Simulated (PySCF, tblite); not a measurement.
Compound: C3H4ClFO.
SMILES with atom numbers: `[O:1]=[CH:2][CH2:3][C@@H:4]([F:5])[Cl:6]` (hydrogens: H7 on C2; H8, H9 on C3; H10 on C4)

Cartesian coordinates in Å at the GFN2-xTB level; atoms count from 1:
```
atom  x, y, z in Å
O1    -1.7328   -0.1842    1.1560
C2    -1.4503   -0.2277   -0.0036
C3    -0.0838    0.0501   -0.5842
C4     0.9923    0.1099    0.4886
F5     1.3802   -1.1468    0.8256
Cl6    2.4338    0.9850   -0.1033
H7    -2.2030   -0.4656   -0.7783
H8     0.1668   -0.7222   -1.3144
H9    -0.1366    1.0047   -1.1127
H10    0.6422    0.6015    1.4038
```

Theory: PBE0/pcSseg-1 in PySCF (dipole) on a GFN2-xTB geometry, gas phase.

Take the most abundant isotopes and a rigid rotor. The values belong to one conformer with, in the numbering `[O:1]=[CH:2][CH2:3][C@@H:4]([F:5])[Cl:6]`, O1–C2–C3–C4 12°, C2–C3–C4–F5 81°.

Problem. What are A, B and C (cm⁻¹)?

Solution. Ia = 82.61, Ib = 323.77, Ic = 361.32 u·Å²; 505379 MHz·u·Å²/I gives 6118, 1561 and 1399 MHz, that is A = 0.20406, B = 0.05207, C = 0.04666 cm⁻¹.

Problem. What kind of rotor is it?

Solution. A near-prolate asymmetric top: κ = (2 × 1561 − 6118 − 1399)/(6118 − 1399) = -0.93.

Problem. Is it planar, by Δ = Ic − Ia − Ib?

Solution. Not planar: Δ = Ic − Ia − Ib = -45.06 u·Å². For a rigid frame Δ = −2 Σ m c², so Σ m c² = 22.53 u·Å² lies off the ab plane: 5.77 from hydrogen and 16.76 from heavier atoms. The atom farthest from that plane is 1.71 Å away.

Problem. Which lines would a microwave search look for?

Solution. The dipole components are |μa| = 0.72 D, |μb| = 2.26 D, |μc| = 1.51 D. Intensities carry the squares of the components, which stand as 0.10 : 1.00 : 0.45 (a : b : c). Some lines, for components of 0.1 D or more:

```
type  branch         J(Ka,Kc)    MHz  lower level (cm⁻¹)
   a       Q  2(1,1) ← 2(1,2)    487               0.443
   c       Q  2(1,2) ← 2(0,2)   4399               0.296
   b       Q  3(1,2) ← 3(0,3)   5143               0.592
   a       R  2(1,2) ← 1(1,1)   5757               0.251
   a       R  3(0,3) ← 2(0,2)   8862               0.296
   a       R  3(2,2) ← 2(2,1)   8879               0.915
   a       R  3(1,2) ← 2(1,1)   9120               0.459
   b       Q  2(2,1) ← 2(1,2)  14157               0.443
   c       R  2(2,0) ← 1(1,0)  19756               0.256
   c       R  3(2,1) ← 2(1,1)  22570               0.459
   b       Q  3(3,1) ← 3(2,2)  23192               1.211
   b       R  3(3,1) ← 2(2,0)  32066               0.915
```

Its GFN2-xTB frequencies are all real (lowest 46 cm⁻¹). Zero-point vibration and centrifugal distortion are left out. Quadrupole hyperfine structure (35Cl) is left out.
